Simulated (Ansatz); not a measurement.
## HfO2 (P2₁/c, No. 14)

All values below come from LDA (Ansatz, an electronic-structure program, PAW).

Run with plane-wave cutoff 500 eV, 8×8×8 k mesh, Fermi–Dirac smearing 0.05 eV, scalar-relativistic PAW data made under PBE.

Cell: relaxed at this level.

```yaml
volume_per_atom: 11.12 Å³/atom
band_gap: 3.94 eV (on the SCF k mesh)
```

Measured, for comparison: band gap 5.7 eV (temperature not stated, not corrected to a static lattice, our sources range from 5.70 to 5.84; as tabulated in Choudhary et al. (2018), arXiv:1804.01032).

Note: the relaxation could not lower the start's symmetry, so the cell can be a saddle point above a distorted one.

Spin–orbit coupling is not included.

Computed values are for the static lattice.
